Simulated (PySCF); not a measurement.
Species: hydrosulfide, HS (charge -1).
SMILES: `[SH-]`

The calculation used PBE0-D3(BJ)/def2-SVP geometry optimisation, gas phase in PySCF 2.14.0.

Take the most abundant isotopes and a rigid rotor. 

Task: What are the moment of inertia and the rotational constant?

Result: I = 1.807 u·Å², B = 505379 MHz·u·Å²/I = 279643 MHz (9.3279 cm⁻¹, or 13.421 K as hB/k). For two atoms I = μr² with μ = 0.9770 u and r = 1.3600 Å.

Task: List the first levels of a rigid rotor in a Σ state.

Result: E(J) = BJ(J+1): J = 1: 18.656, J = 2: 55.967, J = 3: 111.935, J = 4: 186.558, J = 5: 279.836, J = 6: 391.771 cm⁻¹.

Task: Where do the first rotational lines fall?

Result: The dipole is 0.41 D (about the centre of mass, as the species is charged); J+1 ← J lies at 2B(J+1): 1 ← 0 at 559.29 GHz, 2 ← 1 at 1118.57 GHz, 3 ← 2 at 1677.86 GHz, 4 ← 3 at 2237.14 GHz, 5 ← 4 at 2796.43 GHz, 6 ← 5 at 3355.71 GHz.

Task: Estimate the classical rotational partition function at 200 K, 298.15 K and 500 K.

Result: Point group C∞v, symmetry number σ = 1; q = kT/(σhB), k/h = 20836.6 MHz/K: 14.9 at 200 K, 22.2 at 298.15 K, 37.3 at 500 K.

Stationary, but not proved a minimum. These are rigid-rotor constants of the computed structure; measured ground-state constants (B0) also hold zero-point vibration.
